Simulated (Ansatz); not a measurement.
A made-up structure of AlNH5S (charge +1), singlet:

```xyz
8
angstrom
N -0.7960 0.8923 -1.0834
Al 0.4471 -1.6765 0.6859
S -0.2624 0.6191 0.5403
H -0.8396 0.2271 -1.8400
H -1.1530 1.7836 -1.4004
H -0.1294 1.2489 1.7383
H 1.3702 -1.6847 -0.5217
H 1.5734 -1.4785 1.6872
```

It is relaxed with PBE-D4/def2-SVP and then PBE0-D4/def2-TZVP (Ansatz 0.2.0). Atoms count as bonded within 1.22 times the sum of their covalent radii (H–H: 0.88 Å). The end point is not checked to be a true minimum.

Does its bonding change? (Judge from chemistry; the calculation decides.)

The calculation gives: No: no bond forms or breaks.

Where it ends: The first stage lowers the energy by 3.60 eV in 16 steps. It ends as AlNH₅S ([NH2][SH][AlH2]), total charge +1:
```xyz
8
angstrom
N -0.8704 0.9973 -0.9018
Al 1.0401 -1.2893 0.5643
S 0.1241 0.8897 0.4056
H -1.0905 0.1531 -1.4091
H -0.6853 1.8025 -1.4830
H -0.7516 0.8276 1.4401
H 0.9338 -1.9506 -0.8466
H 1.5100 -1.4990 2.0366
```

Labels in which every atom is bracketed show which atoms are joined, not bond orders.

For scale, one of the runs: PBE0-D4/def2-TZVP relaxation, 135 basis functions, launched by `ansatz run in.yaml --threads 2 --pin off --events-out ev --progress --plain --max-ram 4352MiB`. The run took about 26 s on 2 CPU threads of an Arm Neoverse V1 (shared host).
